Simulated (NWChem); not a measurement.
# dichloromethane (CH₂Cl₂); SMILES ClCCl

All runs: NWChem. Coordinates come from a PBE-D3(BJ)/def2-SVP optimisation. B3LYP is NWChem's, with the RPA form of VWN correlation. Field at 589 nm.

For level B3LYP/aug-cc-pVDZ:

* **isotropic polarisability (bohr³)**: 44.0

Question: How do the values read with level B3LYP/def2-TZVPD instead?

Answer: 
| Item | Result |
|---|---|
| isotropic polarisability (bohr³) | 45.9 |
